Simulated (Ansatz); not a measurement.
# CF₂+ (doublet): from Hartree-Fock to the top rungs, def2-TZVPP

The task here is to estimate one member of a computed series from the others.

Method: def2-TZVPP, core rule «outside noble gas», up to 3 orbitals frozen; program: Ansatz 0.2.0, Gaussian basis.

To be run: UHF; ROHF; CCSD(T) on UHF.

2 further runs of the same task are left out: 2 set aside as unsound or not needed.

## The geometry

The geometry is a PBE0/def2-TZVP stationary point (not a proven minimum) of the parent state, kept for this charge and spin.

3 atoms, charge 1, spin multiplicity 2.

Atoms are counted from 1 here; the program's logs count them from 0.

Bond lengths: C1–F2 1.296 Å, C1–F3 1.296 Å. Angles: F2–C1–F3 104.7°.

Set-up of the first run:

Input file in.yaml:

```yaml
crystal:
  periodic: [false, false, false]
  atoms:
    - {symbol: C, position_ang: [0.000000, -0.601241, 0.000000]}
    - {symbol: F, position_ang: [0.000000, 0.190051, -1.026410]}
    - {symbol: F, position_ang: [0.000000, 0.190051, 1.026410]}
basis:
  gaussian: {orbitals: def2-TZVPP}
total_charge: 1
magnetization: {spin_polarized: true, initial_magnetization: 1}
hamiltonian: {xc: hf}
output: {orbitals: {seedname: orbitals}}
```

Started as:

```console
> ansatz run in.yaml --threads 1 --pin off --events-out ev --progress --plain --max-ram 2816MiB --backend cpu
```

Steps of the session up to this table: UHF; ROHF; CCSD(T) on UHF.

One of the session's tables, all rows but one given; the rest of the session is left out.

```
  method  from UCCSD(T) (kJ/mol)
    ROHF                       ?
     UHF                 +1664.3
    UMP2                   +72.6
   UCCSD                   +63.7
UCCSD(T)                       0
```

**Question.** Estimate the row for ROHF.

As computed: from UCCSD(T) (kJ/mol): +1672.0. In the column «from UCCSD(T) (kJ/mol)» it is the highest.
